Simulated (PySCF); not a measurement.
## CHO, SMILES `[CH]=O` (charge 0, multiplicity 2)

Calculation: PBE-D3(BJ)/def2-TZVP in PySCF.

```
Quantity                                                Value
-----------------------------  ------------------------------
highest occupied spin orbital                        -4.94 eV
dipole moment                                          1.48 D
total energy                                     -113.7761 Ha
cost                           around 21 core-seconds (rough)
```

Bonds (Å): C1–O2 1.182, C1–H3 1.137. Bond angles (°): O2–C1–H3 124.0.
Charge 0, spin multiplicity 2.
